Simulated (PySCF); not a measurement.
Solvent effects on NMR parameters

Cartesian coordinates in Å; atom numbers follow the order of the lines, from 1:
```xyz
11

C    -1.759   -0.189    0.159
C    -0.276   -0.108    0.043
C     0.502    0.966   -0.308
N     1.851    0.762   -0.327
C     2.134   -0.457    0.005
S     0.763   -1.452    0.367
H    -2.076   -0.435    1.185
H    -2.183   -0.952   -0.512
H    -2.203    0.780   -0.109
H     0.098    1.947   -0.566
H     3.147   -0.863    0.063
```

GIAO PBE0/pcSseg-1 in PySCF on one PBE0-D3(BJ)/def2-SVP conformer, non-relativistic, equivalent nuclei averaged. Solvents enter as an IEF-PCM continuum (dichloromethane with ε = 8.9, acetone with ε = 20.5) around the gas-phase geometry. Shifts are referred to TMS, CS2 computed in the same medium.

Gas phase, δ in ppm: C5 156.4, C3 145.9, C2 142.1, C1 14.2, S6 277.7, H11 8.23, H10 7.61, H7/H8/H9 2.51. Dipole moment 2.09 D.

Q: How does each δ change in the continuum?

A: 
```csv
atoms,environment,"Δδ, dichloromethane","Δδ, acetone"
C5,aromatic CH between two ring heteroatoms,+3.8,+4.3
C3,aromatic CH next to a ring nitrogen,0.0,0.0
C2,substituted aromatic carbon next to the ring sulfur,+4.3,+4.8
C1,methyl carbon on an aromatic ring,+0.4,+0.5
S6,aromatic ring sulfur,+1.6,+2.2
H11,hydrogen on an aromatic CH between two ring heteroatoms,+0.23,+0.26
H10,hydrogen on an aromatic CH next to a ring nitrogen,+0.08,+0.09
H7/H8/H9,hydrogen on a methyl carbon on an aromatic ring,+0.12,+0.13
```

Changes are relative to the gas phase. The dipole moment becomes 2.72 D in dichloromethane, 2.80 D in acetone.

Q: Which nuclei move most (in ppm), and what does the model miss?

A: C2 (substituted aromatic carbon next to the ring sulfur, +4.8 ppm) in acetone. A continuum only polarises the solute; specific hydrogen bonds, the anisotropy of aromatic solvents and changes of geometry or conformer are outside it.
